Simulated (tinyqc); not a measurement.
Worked calculation: FCI on RHF in the sto-3g basis, frozen core, for LiH, spin multiplicity 1. One step of it, computed by the program tinyqc.

Problem. FCI: roots. Diagonalise (each vector has its largest component positive (the first on a tie)); all determinants have Ms = 0, so triplets appear too. The lowest singlet root is the correlation energy.

Occupation strings over the orbitals (2 doubly, a alpha, b beta, 0 empty; spin orbitals ordered 1a 1b 2a 2b ...): 220000 2ab000 2a000b 2ba000 2b000a 202000 20a00b 200200 200020 20b00a 200002

H - E(HF) between determinants (hartree), lower triangle:
```
           220000     2ab000     2a000b     2ba000     2b000a     202000     20a00b    200200
220000   0.000000
2ab000   0.000000   0.142694
2a000b   0.000000   0.015666   0.449282
2ba000   0.000000  -0.015011   0.036924   0.142694
2b000a   0.000000   0.036924  -0.125990   0.015666   0.449282
202000   0.015011   0.061322   0.011350  -0.061322  -0.011350   0.658338
20a00b  -0.036924   0.011350   0.006277   0.135063   0.033738   0.104254   0.642714
200200   0.022556   0.019480  -0.019414  -0.019480   0.019414   0.041277  -0.013315  0.654201
200020   0.022556   0.019480  -0.019414  -0.019480   0.019414   0.041277  -0.013315  0.016869
20b00a   0.036924   0.135063   0.033738   0.011350   0.006277  -0.104254  -0.027144  0.013315
200002   0.125990  -0.033738   0.003907   0.033738  -0.003907   0.027144   0.023387  0.019832

          200020     20b00a    200002
200020  0.654201
20b00a  0.013315   0.642714
200002  0.019832  -0.023387  0.928120
```

Give: lowest roots of this matrix, relative to E(HF); lowest vectors; <S^2> of these roots; weight of the ground state by excitation level 0, 1, 2, ....

Solution.

lowest roots of this matrix, relative to E(HF) (hartree): -0.0235  0.0804  0.0998  0.3218  0.5103  0.5944  0.6373  0.6643

lowest vectors:
```
         root 1   root 2   root 3   root 4
220000   0.9831   0.0000  -0.0876   0.0000
2ab000   0.0448   0.6748   0.6626   0.0842
2a000b   0.0048  -0.1171   0.0428   0.6888
2ba000  -0.0448   0.6748  -0.6626   0.0842
2b000a  -0.0048  -0.1171  -0.0428   0.6888
202000  -0.0432   0.0000  -0.2108   0.0000
20a00b   0.0704  -0.1759   0.1752  -0.1358
200200  -0.0252   0.0000  -0.0177   0.0000
200020  -0.0252   0.0000  -0.0177   0.0000
20b00a  -0.0704  -0.1759  -0.1752  -0.1358
200002  -0.1282   0.0000   0.0648   0.0000
```

<S^2> of these roots: 0.0000  2.0000  0.0000  2.0000  0.0000  0.0000  0.0000  2.0000

weight of the ground state by excitation level 0, 1, 2, ...: 0.9665  0.0041  0.0295
